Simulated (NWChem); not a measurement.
Correlation energy of H2Si

```
Si
H 1 1.5340
H 1 1.5340 2 91.22
```
Charge 0, spin multiplicity 1.

The numbers come from NWChem runs, not from measurements. The geometry was optimised at PBE0/def2-SVP, a minimum by its harmonic frequencies.

Basis set: def2-QZVP. Each correlation energy counts from its own Hartree-Fock reference.

| method | correlation energy (mHa) | difference from CCSD(T) |
|---|---|---|
| MP2 | -117.2 | +29.5 |
| SCS-MP2 | -130.4 | +16.4 |
| CR-CCSD[T] | -146.3 | +0.4 |
| CR-CCSD(T) | -146.2 | +0.5 |
| CCSD | -142.6 | +4.2 |
| CCSD+T(CCSD) | -146.9 | -0.1 |
| CCSD(T) | -146.8 | 0.0 |

The values span 29.6 mHa, from CCSD+T(CCSD) (lowest) to MP2 (highest). 

The correlated methods keep 5 core orbitals frozen. The structure started from a generated list of species. Differences from the coupled-cluster row are differences between methods, not errors against experiment.
